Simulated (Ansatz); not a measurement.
# CH4AlS: the cost of one run

Computed with Ansatz 0.2.0 through its Python package. The levels of theory stand in the script.

### Step 1. The system

Bond lengths: C1–Al2 1.935 Å, Al2–S3 2.239 Å, C1–H4 1.063 Å, C1–H5 1.115 Å, C1–H6 1.175 Å, S3–H7 1.391 Å. Angles: C1–Al2–S3 118.5°, Al2–C1–H4 111.8°, Al2–C1–H5 113.7°, Al2–C1–H6 110.6°, H4–C1–H5 106.7°, H4–C1–H6 107.4°, H5–C1–H6 106.3°, Al2–S3–H7 94.5°.

The script holds or builds the structure itself.

### Step 2. The code

Input file ch4als.py:

```python
'''Relax CH4AlS cheaply, then refine its energy.'''

import itertools

import ansatz
from ase.data import atomic_numbers, covalent_radii
import numpy as np

geometry = (
    ansatz.Crystal.molecule()
    .atom('C', (-0.9322, 0.5453, -0.3105))
    .atom('Al', (0.0665, -0.3519, 1.0833))
    .atom('S', (2.2633, -0.6698, 0.7887))
    .atom('H', (-1.7012, -0.0733, -0.7058))
    .atom('H', (-0.3052, 0.8683, -1.1742))
    .atom('H', (-1.4432, 1.5178, 0.1072))
    .atom('H', (2.1132, -1.9044, 0.1656))
)

base = geometry.calculation().basis(gaussian='def2-SVP').functional('B3LYP').spin('collinear', total=1)
symbols = [site.symbol for site in geometry.cartesian_sites]
start = np.array([site.position_ang for site in geometry.cartesian_sites], dtype=float)
summary = base.relax(force_tolerance=0.01).run(threads=1).report
end = np.array(summary['positions_ang'])
# pairs closer than 1.2 times the sum of covalent radii, before or after
radius = [covalent_radii[atomic_numbers[s]] for s in symbols]
span = lambda where, i, j: np.linalg.norm(where[i] - where[j])
bonded = [(i, j) for i, j in itertools.combinations(range(len(symbols)), 2) if min(span(start, i, j), span(end, i, j)) < 1.2 * (radius[i] + radius[j])]
print('pair        before    after (A)')
for i, j in bonded:
    print(f'{symbols[i]}{i}-{symbols[j]}{j}'.ljust(10), f'{span(start, i, j):8.4f} {span(end, i, j):8.4f}')
for first, second in list(itertools.combinations(bonded, 2)):
    shared = set(first) & set(second)
    if shared and symbols[(j := shared.pop())] != 'H':
        i, k = sorted((set(first) | set(second)) - {j})
        u, v = end[i] - end[j], end[k] - end[j]
        angle = np.degrees(np.arccos(np.clip(u @ v / np.linalg.norm(u) / np.linalg.norm(v), -1, 1)))
        print(f'final angle {symbols[i]}{i}-{symbols[j]}{j}-{symbols[k]}{k}: {angle:.2f} deg')

minimum = ansatz.Crystal.molecule()
for symbol, place in zip(symbols, end):
    minimum = minimum.atom(symbol, place.tolist())
at_minimum = minimum.calculation().spin('collinear', total=1)
# MP2 extrapolated to the basis limit, plus the small-basis difference CCSD(T) - MP2
level = lambda method, basis: at_minimum.basis(gaussian=basis).correlation(method).run(threads=1).report
small, large, cluster = level('mp2', 'cc-pVDZ'), level('mp2', 'cc-pVTZ'), level('ccsd_t', 'cc-pVDZ')
corr = lambda each: (each['free_energy_ev'] - each['reference_energy_ev']) / 27.211386246
mp2_limit = (27 * corr(large) - 8 * corr(small)) / 19
pieces = {'HF / cc-pVTZ': large['reference_energy_ev'] / 27.211386246, 'MP2 correlation, DZ-TZ limit': mp2_limit, 'CCSD(T) - MP2 / cc-pVDZ': corr(cluster) - corr(small)}
for name, value in pieces.items():
    print(f'{name:32s} {value:14.6f} Ha')
print(f'{"sum":32s} {sum(pieces.values()):14.6f} Ha')
print('T1 diagnostic', round(cluster['correlation']['coupled_cluster']['t1_diagnostic'], 4))
```

### Step 3. The input behind the calls

The package turns the script's settings into the engine's input (first run):

```yaml
crystal:
  periodic: [false, false, false]
  atoms:
    - { symbol: C, position_ang: [-0.9322, 0.5453, -0.3105] }
    - { symbol: Al, position_ang: [0.0665, -0.3519, 1.0833] }
    - { symbol: S, position_ang: [2.2633, -0.6698, 0.7887] }
    - { symbol: H, position_ang: [-1.7012, -0.0733, -0.7058] }
    - { symbol: H, position_ang: [-0.3052, 0.8683, -1.1742] }
    - { symbol: H, position_ang: [-1.4432, 1.5178, 0.1072] }
    - { symbol: H, position_ang: [2.1132, -1.9044, 0.1656] }
basis:
  gaussian:
    orbitals: def2-SVP
hamiltonian:
  xc: b3lyp
magnetization:
  spin_polarized: true
  initial_magnetization: 1.0
relax:
  f_tol: 0.01
```

### Step 4. Launch

Command:

```console
$ python ch4als.py
```

**Question.** How long does this script take on 1 thread of Arm Neoverse V2, shared host, and how much memory does it need?

About 55 s, with a peak of 0.38 GiB.
